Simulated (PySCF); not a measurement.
thiophene (C4H4S), SMILES c1ccsc1. Atoms are numbered in the order given.

```xyz
9

C      0.0000     0.7121     1.2698
C      0.0000    -0.7121     1.2698
C      0.0000    -1.2349     0.0031
S      0.0000     0.0000    -1.1895
C      0.0000     1.2349     0.0031
H      0.0000     1.3256     2.1718
H      0.0000    -1.3256     2.1718
H      0.0000    -2.2830    -0.2933
H      0.0000     2.2830    -0.2933
```
Charge 0, spin multiplicity 1.

Geometry: PBE0-D3(BJ)/def2-SVP.

Two levels are set side by side: PBE/pcSseg-1 (PySCF) and B3LYP/pcSseg-1 (PySCF). GIAO shifts against H2S (³³S), TMS (¹H), TMS (¹³C) at the same level; non-relativistic, no solvent, atoms listed together averaged. Differences are taken from unrounded values.

```json
[
 {"quantity": "δ(¹³C) of C1, C2 (ppm)", "B3LYP": "133.6", "PBE": "130.9", "PBE minus B3LYP": "-2.8"},
 {"quantity": "δ(¹³C) of C3, C5 (ppm)", "B3LYP": "135.8", "PBE": "130.5", "PBE minus B3LYP": "-5.2"},
 {"quantity": "δ(³³S) of S4 (ppm)", "B3LYP": "445.0", "PBE": "452.1", "PBE minus B3LYP": "7.1"},
 {"quantity": "δ(¹H) of H6, H7 (ppm)", "B3LYP": "7.36", "PBE": "7.40", "PBE minus B3LYP": "0.04"},
 {"quantity": "δ(¹H) of H8, H9 (ppm)", "B3LYP": "7.35", "PBE": "7.30", "PBE minus B3LYP": "-0.05"}
]
```

Rough cost on one machine, each run with all the roots and properties that it gave: B3LYP against PBE within a factor of 2.
